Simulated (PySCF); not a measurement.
nitrous oxide anion (N₂O), SMILES N#[N+][O-] (connectivity only; charge and spin as stated), charge -1, multiplicity 2.

Geometry: PBE-D3(BJ)/def2-TZVPD. The multiplicity is an assumed one; other spin states were not compared.

Calculation: PySCF with PBE-D3(BJ)/def2-TZVPD.

No scaling factor is applied to the harmonic values.

Computed vibrational spectrum:
| mode | ν (cm⁻¹) | IR (km/mol) | moving atoms (share of kinetic energy) |
|---|---|---|---|
| 1 | 642 | 2.4 | N 74 %, O 26 % |
| 2 | 966 | 228.2 | O 53 %, N 47 % |
| 3 | 1645 | 376.0 | N 100 % |
